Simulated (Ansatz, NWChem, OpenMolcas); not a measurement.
# SF4 (sulfur tetrafluoride): the vertical ionisation energy from total energies

SF4 has 5 atoms, charge 0, and is taken as a singlet. SMILES: `FS(F)(F)F`. Geometry: relaxed at PBE0-D4/def2-TZVP.

Both states at this one shape; open shells run unrestricted unless said. 1 Eh = 27.2114 eV.

| level | program | singlet SF4 (Eh) | doublet [SF4]+ (Eh) |
| --- | --- | --- | --- |
| PBE/LANL2DZ (core potential) | NWChem | -408.927580 | -408.413982 |
| M06-L/6-311+G** | OpenMolcas | -797.539057 | -797.074544 |
| B3LYP/6-31G* (spherical functions) | Ansatz | -797.450007 | -797.001077 |

Problem. Work out the vertical ionisation energy at each level.

Solution. 
1. PBE/LANL2DZ (core potential): -408.413982 − (-408.927580) = 0.513598 Eh = 13.98 eV.
2. M06-L/6-311+G**: -797.074544 − (-797.539057) = 0.464513 Eh = 12.64 eV.
3. B3LYP/6-31G* (spherical functions): -797.001077 − (-797.450007) = 0.448930 Eh = 12.22 eV.

No measured value is set beside it here; the levels span 12.22 to 13.98 eV.
